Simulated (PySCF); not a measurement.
NaP⁺ at PBE0

Computed with PBE0; Na def2-SVP, P def2-SVP; no relativity (PySCF 2.14).

```json
{
 "state": "⁴Σ⁻ (quartet), unpaired electrons σ ↑, π ↑↑",
 "bond length": "3.119 Å",
 "harmonic wavenumber": "120 cm⁻¹",
 "force constant": "0.112 mdyn/Å",
 "rotational constant Be": "0.1313 cm⁻¹",
 "anharmonicity ωexe": "1.79 cm⁻¹",
 "vibration–rotation constant αe": "0.00236 cm⁻¹",
 "well depth De to Na⁺ + P": "0.27 eV",
 "dissociation energy D0": "0.26 eV",
 "bond order (Mayer)": "0.26",
 "dipole moment (positive dipole points towards P; it is taken about the centre of mass and depends on that origin)": "-6.94 D"
}
```

The bond is weak. Basis-set superposition, not corrected here, can be much of De in a small basis, most of all at correlated wavefunction levels. For an ion De counts to the pair picked by the measured ionisation energies or electron affinities, which need not be the lowest pair at this level. The state was picked by a PBE0 search and need not be the measured ground state.
